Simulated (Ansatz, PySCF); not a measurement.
Reaction: C3H6 (SMILES CC=C) → C3H6 (SMILES C1CC1)
Each species at its own B3LYP-D3(BJ)/def2-TZVP minimum (Ansatz, a program for electronic structure).

Property: isomerisation energy (enthalpy at 298 K, ideal-gas terms from PySCF's Hessians at B3LYP-D3(BJ)/def2-TZVP), in kcal/mol. Radicals and triplets start from unrestricted determinants; spin-orbit coupling is neglected. CBS(X,Y): correlation extrapolated as X^-3, Hartree-Fock from the larger set. A bracket is a step between two methods taken in the basis named. Functionals run without relativity, which enters their misses. Double hybrids freeze cores in their MP2 part. '+ core + X2C': CCSD(T) terms for core correlation (cc-pwCVTZ) and scalar relativity (cc-pVTZ-DK).

From measured enthalpies of formation at 298 K: 8.0 kcal/mol (Active Thermochemical Tables 1.112 (ions: stationary electron), as tabulated in the package chemicals). The calculations leave out spin-orbit terms.

What does PBE/def2-TZVPD (Ansatz) give here, and how do the other levels compare?

PBE gives 6.0 kcal/mol, 2.0 kcal/mol below it. Errors of the others: r2SCAN/def2-TZVPD (Ansatz) -1.7; B3LYP/def2-TZVPD (Ansatz) 1.6; PBE0/def2-TZVPD (Ansatz) -3.5; wB97M-V/def2-TZVPD (Ansatz) -1.4; B2PLYP/def2-TZVPD (Ansatz) 0.9; CCSD(T)/CBS(cc-pVTZ,cc-pVQZ) + core + X2C (Ansatz) 0.1; CCSD(T)/CBS(cc-pVTZ,cc-pVQZ) + [CCSDT(Q) - CCSD(T)]/cc-pVDZ + core + X2C (Ansatz) 0.3 kcal/mol. Nearer than PBE: r2SCAN/def2-TZVPD, B3LYP/def2-TZVPD, wB97M-V/def2-TZVPD, B2PLYP/def2-TZVPD, CCSD(T)/CBS(cc-pVTZ,cc-pVQZ) + core + X2C, CCSD(T)/CBS(cc-pVTZ,cc-pVQZ) + [CCSDT(Q) - CCSD(T)]/cc-pVDZ + core + X2C.
